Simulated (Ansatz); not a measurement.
# Worked example: correlation energy of [BH$_{2}$···H···CH$_{3}$], doublet

Geometry: a point of a hydrogen-transfer path between rigid fragments, not a stationary point.

```xyz
8

B    -1.5243    0.0000    0.0000
H    -2.1211    1.0336    0.0000
H    -2.1211   -1.0336    0.0000
H    -0.0623    0.0000    0.0000
C     1.3847    0.0000    0.0000
H     1.3847   -1.0800    0.0000
H     1.3847    0.5400    0.9353
H     1.3847    0.5400   -0.9353
```

Basis cc-pVDZ; Ansatz 0.2.0. Correlated methods freeze the noble-gas cores, which leaves 13 electrons in 56 orbitals. Prefix R: restricted or restricted open-shell reference; prefix U: unrestricted.

Full CI isn't at hand for all of this; UCCSDT(Q) serves as the reference, and is uncertain by about the last step of the cluster series.

Runs differ by some tens of microhartree through their thresholds and, for an open shell, their frozen cores, so steps under 0.03 kcal/mol mean nothing.

```json
{"level": "UHF", "total energy (hartree)": "-65.896801"}
{"level": "UMP2", "total energy (hartree)": "-66.132964"}
{"level": "UCCSD", "total energy (hartree)": "-66.179504"}
{"level": "UCCSD(T)", "total energy (hartree)": "-66.185799"}
{"level": "UCCSDT", "total energy (hartree)": "-66.186857"}
{"level": "UCCSDT(Q)", "total energy (hartree)": "-66.187141"}
```

Question: What is the correlation energy at UCCSDT(Q), and what share of it do UMP2 and UCCSDT recover?

Answer: E(corr) = -66.187141 − (-65.896801) = -0.290340 hartree = -7.901 eV. UMP2: -0.236163 / -0.290340 = 81.34 %. UCCSDT: -0.290056 / -0.290340 = 99.90 %.

Question: By how many kcal/mol does UCCSD(T) miss UCCSDT(Q) (1 hartree = 627.509 kcal/mol), and which steps make up the rest?

Answer: -66.185799 − (-66.187141) = 0.001342 hartree = 0.84 kcal/mol. Steps: UCCSDT − UCCSD(T) = -0.66, UCCSDT(Q) − UCCSDT = -0.18 kcal/mol. Differences between like states or geometries often cancel part of this.
